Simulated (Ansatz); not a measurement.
**H2F (doublet): wave-function methods side by side at distance H1–H2 along a hydrogen transfer = 1.166 Å, cc-pVDZ**

Aim: climb from Hartree-Fock through coupled cluster and multireference methods for H2F (doublet) at one geometry and basis, and see what each rung misses.

The runs use Ansatz 0.2.0, Gaussian basis; cc-pVDZ, core rule «outside noble gas», up to 1 orbitals frozen.

The runs, in order: UHF; CCSD(T) on ROHF; CCSD(T) on UHF; BCCD(T) on ROHF; CISD; CCSDT(Q) on ROHF; CCSDT(Q) on UHF; CCSDTQ on ROHF; CCSDTQ on UHF; CASSCF and MRCISD+Q, 3 electrons in 3 orbitals; CASSCF and NEVPT2, 3 electrons in 3 orbitals; CASSCF and MRCISD+Q, 9 electrons in 6 orbitals; CASSCF and NEVPT4(SD), 9 electrons in 6 orbitals; CASSCF and NEVPT2, 9 electrons in 6 orbitals; Full CI.

**1. The geometry**

The geometry derives from fragments relaxed apart (PBE0/def2-TZVP) and kept rigid, so it is no stationary point. A hydrogen atom is moved between rigid fragments.

3 atoms, charge 0, spin multiplicity 2.

Atoms are counted from 1 here; the program's logs count them from 0.

Bond lengths: H2–F3 0.970 Å.

**2. UHF**

in.yaml reads:

```yaml
crystal:
  periodic: [false, false, false]
  atoms:
    - {symbol: H, position_ang: [0.000000, 0.000000, -1.100667]}
    - {symbol: H, position_ang: [0.000000, 0.000000, 0.065333]}
    - {symbol: F, position_ang: [0.000000, 0.000000, 1.035333]}
basis:
  gaussian: {orbitals: cc-pVDZ}
magnetization: {spin_polarized: true, initial_magnetization: 1}
hamiltonian: {xc: hf}
output: {orbitals: {seedname: orbitals}}
```

Launch:

```
$ ansatz run in.yaml --threads 1 --pin off --events-out ev --progress --plain --max-ram 2816MiB --backend cpu
```

The runs that follow: CCSD(T) on ROHF; CCSD(T) on UHF; BCCD(T) on ROHF; CISD; CCSDT(Q) on ROHF; CCSDT(Q) on UHF; CCSDTQ on ROHF; CCSDTQ on UHF; CASSCF and MRCISD+Q, 3 electrons in 3 orbitals; CASSCF and NEVPT2, 3 electrons in 3 orbitals; CASSCF and MRCISD+Q, 9 electrons in 6 orbitals; CASSCF and NEVPT4(SD), 9 electrons in 6 orbitals; CASSCF and NEVPT2, 9 electrons in 6 orbitals; Full CI.

Before running them: what should the planned runs give, taken together? Wanted: FCI below the RHF energy; RMP2 from FCI; UMP2 from FCI; RCCSD from FCI; RCCSD(T) from FCI; UCCSD(T) from FCI; RCCSDT(Q) from FCI; UCCSDT(Q) from FCI; NEVPT2 pair from FCI.

The runs gave:

| quantity | value |
| --- | --- |
| FCI below the RHF energy | -5.9285 eV |
| RMP2 from FCI | +23.8 kJ/mol |
| UMP2 from FCI | +23.7 kJ/mol |
| RCCSD from FCI | +7.8 kJ/mol |
| RCCSD(T) from FCI | +1.6 kJ/mol |
| UCCSD(T) from FCI | +1.5 kJ/mol |
| RCCSDT(Q) from FCI | 0.0 kJ/mol |
| UCCSDT(Q) from FCI | 0.0 kJ/mol |
| NEVPT2 pair from FCI | +18.3 kJ/mol |
| MRCISD+Q pair from FCI | +3.8 kJ/mol |
| NEVPT2 valence from FCI | +59.2 kJ/mol |
| levels within 1 kcal/mol (43 meV) | RCCSD(T), UCCSD(T), BCCD(T), RCCSDT, UCCSDT, RCCSDT(Q), UCCSDT(Q), RCCSDTQ, UCCSDTQ, MRCISD+Q pair, MRCISD+Q valence |
| T1 diagnostic | 0.016 |
| effectively unpaired electrons | 1.02 |

RCCSD(T) lands +1.6 kJ/mol from the yardstick (0.3 % of the correlation energy). One determinant dominates. Of the multireference levels listed MRCISD+Q valence comes nearest in total energy (+3.4 kJ/mol), which doesn't show that its space is the better one. These misses are within one basis, not against nature; the frozen cores of restricted and unrestricted runs differ, which can shift their rows.
